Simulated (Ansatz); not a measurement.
Consider the substitution at a C–C bond: `NCC1CC1` + `FCS` → `NCSCF` + `C1CC1`.

Program: Ansatz. Geometries: PBE0-D4/def2-TZVP. ΔE: electronic, gas phase. CCSD(T)/CBS adds triple-zeta CCSD(T) − MP2 to the extrapolated MP2 energy (def2 sets, frozen cores). Functionals use def2-TZVPP. Each species was taken in one conformer, which may not be the lowest.

**Question.** Is it downhill or uphill in electronic energy at CCSD(T)/CBS, and by how much? (Best estimate.)

**Answer.** The calculation gave: Uphill: ΔE = +15.8 kJ/mol.

**Question.** What do these levels give: ωB97X-V, HF/def2-TZVPP, SCS-MP2/def2-TZVPP, CCSD(T)/def2-TZVPP, HF/def2-QZVPP, MP2/def2-QZVPP? (Best estimate.)

**Answer.** Ansatz gave: ωB97X-V 14.7, HF/def2-TZVPP 16.2, SCS-MP2/def2-TZVPP 16.8, CCSD(T)/def2-TZVPP 18.6, HF/def2-QZVPP 16.3, MP2/def2-QZVPP 15.6 kJ/mol.

Largest T1 diagnostic among the species: 0.011.
